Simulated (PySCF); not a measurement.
Gas-phase reaction: AlCH3 + 2 CH2 → AlH3 + C3H4 (cyclic)

Computed with PySCF and rigid-rotor harmonic-oscillator thermochemistry at 1 bar. † marks an energy on the PBE0/def2-TZVP geometry and frequencies. CCSD(T) freezes the core. Open shells (unrestricted): CH2 (multiplicity 3); the rest are closed-shell singlets. B3LYP is the form with VWN-RPA correlation. AlCH3, AlH3: computed as isolated molecules; such fragments, hydroxides, amides, oligomers or adducts are transient or little studied in the gas. CCSD(T) isn't extrapolated to the basis-set limit.

BLYP/def2-TZVP† gives ΔH°(298 K) = -540 kJ.

What do CCSD(T)/def2-TZVPP†, r2SCAN/def2-TZVP†, B3LYP/def2-TZVP† give?

CCSD(T)/def2-TZVPP†: -526 kJ; r2SCAN/def2-TZVP†: -511 kJ; B3LYP/def2-TZVP†: -535 kJ. For scale, ΔH°(298 K) is -540 kJ at this level, -555 kJ at ωB97M-V/def2-TZVP†, and runs from -1086 to -280 kJ over the 20 levels computed.
